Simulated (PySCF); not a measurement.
Isomers of C6H8.

All values: PBE0/def2-SVPD (PySCF) at GFN2-xTB geometries, gas phase, one conformer each. Core orbitals are frozen in the response; Δα² is half the sum of the squared differences of the principal polarisabilities.

Task: Rank by HOMO energy, lowest first.
A. `[CH2:1]=[CH:2][CH2:3][C:4]#[C:5][CH3:6]` with C1–C2–C3–C4 -119° (1-hexen-4-yne)
B. 5-methyl-1,3-cyclopentadiene, `C1=CC=CC1C`
C. `[CH2:1]=[C:2]=[CH:3][C:4](=[CH2:5])[CH3:6]` with C2–C3–C4–C5 180°
D. `[CH:1]#[C:2][CH2:3][C:4](=[CH2:5])[CH3:6]` with C2–C3–C4–C5 -111°

Result: D (-7.39 eV), A (-7.19 eV), C (-6.62 eV), B (-6.33 eV).

Task: Rank by polarisability anisotropy Δα, lowest first.
A. `[CH:1]#[C:2][CH2:3][C:4](=[CH2:5])[CH3:6]` with C2–C3–C4–C5 -111°
B. `[CH2:1]=[CH:2][CH2:3][C:4]#[C:5][CH3:6]` with C1–C2–C3–C4 -119°
C. `[CH2:1]=[C:2]=[CH:3][C:4](=[CH2:5])[CH3:6]` with C2–C3–C4–C5 180°

Result: A (3.94 Å³), B (6.63 Å³), C (10.39 Å³).

All values together:

```
     SMILES  μ (D)  HOMO (eV)  LUMO (eV)  α (Å³)  Δα (Å³)
C=C=CC(=C)C   0.44      -6.62      -0.60   11.79    10.39
 C#CCC(=C)C   0.57      -7.39       0.17   10.38     3.94
   C=CCC#CC   0.37      -7.19       0.25   10.81     6.63
 CC1C=CC=C1   0.49      -6.33      -0.60    9.92     3.86
```

Conformers: `[CH2:1]=[C:2]=[CH:3][C:4](=[CH2:5])[CH3:6]` with C2–C3–C4–C5 180°; `[CH:1]#[C:2][CH2:3][C:4](=[CH2:5])[CH3:6]` with C2–C3–C4–C5 -111°; `[CH2:1]=[CH:2][CH2:3][C:4]#[C:5][CH3:6]` with C1–C2–C3–C4 -119°.
